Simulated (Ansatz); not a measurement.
**2H MoS2**

These are PBE0 (plane waves, PAW; Ansatz, a first-principles code) values and carry that method's errors.

Run with plane-wave cutoff 500 eV, 12×12×2 k mesh (along the axes of the cell as run), gaussian smearing 0.02 eV, no spin polarisation, scalar-relativistic PAW data made under PBE.

Cell: relaxed with r²SCAN: a = b = 3.184 Å, c = 12.986 Å, α = β = 90.00°, γ = 120.00°.

| Property | Value |
|---|---|
| band gap | 2.22 eV (on the SCF k mesh) |

Measured, for comparison: band gap 1.23 eV (room temperature, not corrected to a static lattice, bulk 2H, our sources range from 1.23 to 1.29; as tabulated in Bastos et al. (2019), arXiv:1903.08112).

Note: the cell comes from a level without a dispersion term, which matters for the spacing of layers, chains or molecules; cell and atoms aren't relaxed at this level (largest force component 0.35 eV/Å, pressure -3.4 GPa); the cell has widely spaced layers and the level no dispersion term, so their spacing and the moduli can rest on weak binding.

Spin–orbit coupling is not included.

The computed numbers hold no vibrational or temperature effects.

It cost around 4 core-minutes (rough) of CPU time.
